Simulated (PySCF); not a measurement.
Start geometry of `C=C1C=C1C#N` from GFN2-xTB (Å):
```
atom  x, y, z in Å
C1    -1.687   -0.327   -0.339
C2    -0.536    0.191   -0.058
C3     0.377    1.250    0.204
C4     0.936    0.018    0.237
C5     1.957   -0.851    0.400
N6     2.824   -1.582    0.544
H7    -2.550    0.339   -0.482
H8    -1.849   -1.355   -0.453
H9     0.586    2.299    0.340
```

What comes out of this run: PySCF 2.14.0, PBE0-D3(BJ)/def2-SVP geometry optimisation, gas phase?

```
atom  x, y, z in Å
C1    -1.750   -0.043   -0.366
C2    -0.493    0.252   -0.054
C3     0.569    1.160    0.250
C4     0.878   -0.131    0.242
C5     1.847   -1.127    0.404
N6     2.637   -1.969    0.531
H7    -2.488    0.751   -0.490
H8    -2.064   -1.078   -0.505
H9     0.926    2.178    0.397
```

The energy falls by 22.4 kJ/mol over 7 energy and gradient evaluations, the largest force component goes from 0.0714 to 3.8e-04 Eh/bohr, and the atoms move by 0.044 Å rms after alignment. The bond that changes most is C2–C4 (both ends fully substituted alkene carbon), which shortens by 0.058 Å. Bonds longer at the end by more than 0.005 Å: 6 of 9; shorter: 3. Among the angles that change most is C3–C4–C5, from 154.3° to 148.5°. Rotational constants go from 11136, 2330, 1927 to 11406, 2256, 1884 MHz. The orientation of the end geometry is arbitrary; only internal coordinates are fixed.

The run used 99 basis functions and 54 SCF cycles in all. On an Intel Xeon Platinum 8175M at 2.50 GHz with one thread, shared host with 96 logical CPUs at a one-minute load of 39, this took 35 s and 0.40 GiB of memory at its peak.

PBE0-D3(BJ)/def2-SVP frequencies: not computed here.
